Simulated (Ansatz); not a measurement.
Born–Oppenheimer molecular dynamics of CH$_{4}$NSi (7 atoms, charge 0, multiplicity 2). It starts from a relaxed structure.

These are results of UKS PBE0-D4/def2-SVP in Ansatz 0.2.0, not measurements.

```yaml
ensemble: NVE (velocity Verlet)
time_step: 0.5 fs
steps_asked: 144
starting_velocities_drawn_for: 300 K
masses: H 2.014 u
seed: 400939
```

First frame:

```xyz
7
Properties=species:S:1:pos:R:3
C -0.630 0.016 -0.724
N -1.111 -0.374 0.548
Si 0.586 0.079 0.702
H -0.184 -0.764 -1.380
H -1.214 0.748 -1.303
H 1.675 -0.916 0.545
H 0.879 1.211 1.612
```

(1) How far do the bonds stretch over the last three quarters of this one trajectory? (Pairs bonded in most of those frames.)

Answers

(1) 
```json
{"bond": "C1–N2", "mean (Å)": "1.452", "spread (Å)": "0.035", "shortest": "1.40", "longest": "1.51"}
{"bond": "C1–Si3", "mean (Å)": "1.835", "spread (Å)": "0.023", "shortest": "1.81", "longest": "1.88"}
{"bond": "C1–H4", "mean (Å)": "1.105", "spread (Å)": "0.010", "shortest": "1.09", "longest": "1.13"}
{"bond": "C1–H5", "mean (Å)": "1.106", "spread (Å)": "0.019", "shortest": "1.08", "longest": "1.14"}
{"bond": "N2–Si3", "mean (Å)": "1.813", "spread (Å)": "0.010", "shortest": "1.79", "longest": "1.83"}
{"bond": "Si3–H6", "mean (Å)": "1.481", "spread (Å)": "0.029", "shortest": "1.44", "longest": "1.53"}
{"bond": "Si3–H7", "mean (Å)": "1.481", "spread (Å)": "0.015", "shortest": "1.46", "longest": "1.51"}
```

Mean temperature of the second half: 168 K. The conserved energy stayed within 0.057 meV per atom of its start (net change 0.02 meV per atom), so the integration is sound. The temperature averaged 0.56 of the 300 K drawn at the start: a run that starts near a minimum puts about half its kinetic energy into the potential. A run of 0.072 ps of so small a system gives no equilibrium averages.

The run took 16 min on 1 thread of AMD EPYC (Zen 3), with other jobs on the host, peak memory 0.16 GiB.
